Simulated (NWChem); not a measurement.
## Ionisation of P (+1)

```
P
```
Charge +1, spin multiplicity 3.

All runs are NWChem calculations.

Basis set: def2-TZVP. −ε marks an orbital energy of the parent.

B3LYP has NWChem's definition, with VWN1-RPA local correlation. The stability of the SCF solutions was not checked. Open-shell Hartree-Fock references start from PBE0 orbitals.

Task: For the first vertical ionisation energy, −ε(alpha HOMO) of B3LYP gives 15.94 eV and −ε(alpha HOMO) of TPSS gives 15.19 eV. What do −ε(alpha HOMO) of PBE0, −ε(alpha HOMO) of PBE, G0W0@HF give?

Result: −ε(alpha HOMO) of PBE0: 16.34 eV; −ε(alpha HOMO) of PBE: 14.99 eV; G0W0@HF: 19.73 eV.
